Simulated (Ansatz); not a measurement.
Cost and result for the atomization energy of C3H5ClO2, SMILES `C[C@H]1O[C@H](Cl)O1` (11 atoms, 11 bonds).

Cartesian coordinates in Å:
```
C 0.731 -0.099 -1.398
C 0.401 0.340 -0.012
O -0.968 0.710 0.185
C -1.003 -0.243 1.192
Cl -1.163 0.479 2.839
O 0.271 -0.726 0.935
H 0.676 0.756 -2.075
H 0.036 -0.870 -1.729
H 1.750 -0.493 -1.423
H 1.078 1.119 0.362
H -1.809 -0.974 1.123
```

Total charge 0; spin multiplicity 1. The structure was optimised at the PBE0-D4/def2-TZVP level. Program: Ansatz. All runs use 4 threads of an Arm Neoverse V1 on a shared host. Times are those of one run each, without the atoms' runs, and a repeat can differ threefold. Electronic energies, without spin–orbit coupling; frozen cores. CCSD(T)/CBS adds CCSD(T) − MP2 in def2-TZVPP to the MP2 limit, and its time is that of the two runs behind it. T1 = 0.012.

CCSD(T)/CBS is a level of theory with its own doubt, some kJ/mol a heavy atom from the limit and from the frozen cores, so smaller differences don't rank the functionals.

| level | functions | wall time | atomization (kJ/mol) | difference from CCSD(T)/CBS | per bond |
| --- | --- | --- | --- | --- | --- |
| LDA (SPW92)/def2-TZVPP | 267 | 1.5 s | 5141.2 | 803.5 | 73.0 |
| revPBE-D4/def2-TZVPP | 267 | 2.5 s | 4371.3 | 33.6 | 3.1 |
| PBE0-D4/def2-TZVPP | 267 | 3.5 s | 4384.3 | 46.6 | 4.2 |
| CAM-B3LYP-D4/def2-TZVPP | 267 | 4 s | 4351.7 | 14.0 | 1.3 |
| r2SCAN-D4/def2-TZVPP (with forces) | 267 | 5.5 s | 4369.9 | 32.2 | 2.9 |
| r2SCANh-D4/def2-TZVPP | 267 | 6 s | 4329.4 | -8.3 | -0.8 |
| PBE-QIDH/def2-TZVPP | 267 | 7 s | 4330.7 | -7.0 | -0.6 |
| ωB97X-V/def2-TZVPP | 267 | 8.5 s | 4360.0 | 22.3 | 2.0 |
| CCSD(T)/def2-SVP | 113 | 9 s | 4113.5 | -224.2 | -20.4 |
| B97M-V/def2-TZVPP | 267 | 11 s | 4350.1 | 12.4 | 1.1 |
| MP2/def2-QZVPP | 505 | 28 s | 4412.2 | 74.5 | 6.8 |
| CCSD(T)/def2-TZVPP | 267 | 5 min | 4218.5 | -119.2 | -10.8 |
| CCSD(T)/CBS(def2) | – | 5.5 min | 4337.7 | 0.0 | 0.0 |

From r2SCAN to r2SCAN0 (25 % exact exchange), in def2-TZVPP and without D4, the atomization energy moves by −99.2 kJ/mol: exact exchange takes away binding that semilocal exchange gives to molecules. In def2-TZVPP, CCSD(T) changes the Hartree–Fock value by +1221.3 kJ/mol (the triples alone add +86.8 kJ/mol) and MP2 by +1345.0 kJ/mol; breaking electron pairs costs correlation energy, which Hartree–Fock lacks. The D4 term adds +35.7 kJ/mol with B3LYP and +18.6 kJ/mol with PBE0; it sums over pairs of atoms, weighted by their polarisabilities, and B3LYP, whose exchange is more repulsive, gets the larger term.

B3LYP here is the variant with VWN-RPA as its local correlation; programs differ in this.
